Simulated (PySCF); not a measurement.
# Functional benchmark on one molecule

Molecule: `CC(C)(C)S`, C4H10S.

Bonds (- single, = double, # triple, : aromatic): C1-C2 1.525 Å, C2-C3 1.525 Å, C2-C4 1.527 Å, C2-S5 1.848 Å. C1 carries H6, H7, H8; C3 carries H9, H10, H11; C4 carries H12, H13, H14; S5 carries H15.

Geometry PBE0-D3(BJ)/def2-SVP throughout; GIAO in PySCF 2.14, gas phase, one conformer, non-relativistic; equivalent atoms averaged; basis pcSseg-1.

Reference values (measured; solution, not stated per compound (mostly CDCl3 or CCl4); Pretsch, Buehlmann, Badertscher, Structure Determination of Organic Compounds, 4th ed. (2009)): δ(C2) = 41.1 ppm, δ(C1/C3/C4) = 35.0 ppm, δ(H6/H7/H8/H9/H10/H11/H12/H13/H14) = 1.43 ppm. Computed shifts are taken against TMS, calculated as an isolated molecule at each level.

Problem. How do the functionals HF, LDA, PBE, BLYP, BP86, OPBE, KT2, KT3, B97-D, B3LYP, PBE0, mPW1PW91, WP04, B97-2, BHandHLYP, CAM-B3LYP, wB97X-D, LC-wPBE perform against the reference? Times are CPU seconds on shared hosts with different chips, so compare them loosely.

Solution. 
```tsv
functional	kind	C2	C1/C3/C4	H6/H7/H8/H9/H10/H11/H12/H13/H14	mean abs. error C	abs. error H	core-s
HF	Hartree–Fock	35.3	33.3	1.26	3.8	0.17	4.5
LDA	LDA	49.7	38.7	1.46	6.2	0.03	12
PBE	GGA	48.0	37.2	1.42	4.6	0.01	15
BLYP	GGA	49.8	37.7	1.42	5.7	0.01	15
BP86	GGA	48.6	37.4	1.44	4.9	0.01	15
OPBE	GGA	44.4	34.4	1.37	1.9	0.06	15
KT2	GGA	47.8	37.0	1.46	4.3	0.03	15
KT3	GGA	46.6	35.4	1.39	2.9	0.04	15
B97-D	GGA	48.1	36.4	1.43	4.2	0.00	15
B3LYP	global hybrid	46.7	36.9	1.38	3.8	0.05	9.6
PBE0	global hybrid	44.3	36.1	1.37	2.1	0.06	10
mPW1PW91	global hybrid	44.2	36.0	1.36	2.1	0.07	9.7
WP04	global hybrid	50.5	35.1	1.30	4.8	0.13	16
B97-2	global hybrid	44.6	35.6	1.37	2.1	0.06	15
BHandHLYP	global hybrid	42.5	35.6	1.32	1.0	0.11	15
CAM-B3LYP	range-separated hybrid	43.7	36.3	1.34	1.9	0.09	18
wB97X-D	range-separated hybrid	43.0	36.1	1.34	1.5	0.09	19
LC-wPBE	range-separated hybrid	38.9	34.6	1.29	1.3	0.14	27
```

For ¹³C the closest is BHandHLYP (1.0 ppm) and the furthest LDA (6.2 ppm).

For ¹H the closest is B97-D (0.00 ppm, with PBE, BLYP, BP86 practically level) and the furthest HF (0.17 ppm). One molecule is a small sample, and vibrational and solvent effects are absent from the calculation.
